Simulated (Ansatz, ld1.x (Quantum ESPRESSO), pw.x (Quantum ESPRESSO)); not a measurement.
**tungsten (sc): variants of one TM potential in the solid**

```json
{
 "Element": "tungsten",
 "Generator": "ld1.x (Quantum ESPRESSO) 7.5",
 "Type": "norm-conserving Troullier–Martins (Kleinman–Bylander form)",
 "Functional": "LDA (PW92)",
 "Relativity": "scalar-relativistic",
 "Frozen core": "[Xe] 4f14",
 "Valence charge": "6",
 "Reference configuration": "5d4 6s1.5 6p0.5",
 "Partial waves": "6p (bound): rc 2.65 bohr; 5d (bound): rc 2.20 bohr; 5f channel at 0.25 Ry: rc 2.65 bohr; 6s (bound): rc 2.80 bohr",
 "Local potential": "the s channel",
 "Core correction": "none"
}
```

Crystal test: sc W in pw.x 7.5, no spin, 13³ k-points, Fermi–Dirac smearing 0.01 Ry, cutoffs set for each file from its atomic test. The reference is all-electron LAPW (Ansatz 0.2.0) with the same functional, mesh and smearing; V0 and B0 come from Birch–Murnaghan fits to the pressures at five volumes. Errors are pseudo minus all-electron; Δ is the rms difference of the E(V) curves that follow from these fits, minima aligned, over ±6 % about the mean V0. Mesh and smearing are coarse, so the numbers serve the comparison and aren't converged zero-temperature values; the lattice is a test structure that the element need not adopt.

All-electron: a0 = 2.590 Å (V0 = 17.36 Å³/atom), B0 = 240.5 GPa.

Base: The largest radius (2.80 bohr) exceeds half the bond length (2.45 bohr), so the spheres overlap, which is one possible source of error among others. This is a poor potential for the solid.

1 further variants are left out: they gave no file fit for a test, a broken result, the same result as the base, or pressures whose basis-set error rivals the error shown.

```csv
change,cutoffs (Ry),pw.x,a0 (Å),a0 error (%),B0 error (%),Δ (meV/atom),mean pressure error (GPa)
base,45/180,converged,2.568,-0.81,-3.5,22.1,-5.25
reference 5d4 6s1.5 6p0,45/180,converged,2.565,-0.93,-3.0,25.2,-6.00
wave 5f channel at 0.25 Ry: rc 2.65 bohr becomes 5f channel at 0.25 Ry: rc 2.78 bohr,45/180,converged,2.568,-0.82,-3.6,22.2,-5.26
core correction a·sin(br)/r model core inside 1.30 bohr,50/200,converged,2.591,+0.07,-2.8,1.8,+0.48
wave 5d (bound): rc 2.20 bohr becomes 5d (bound): rc 2.04 bohr,45/180,converged,2.569,-0.81,-3.5,22.0,-5.22
```
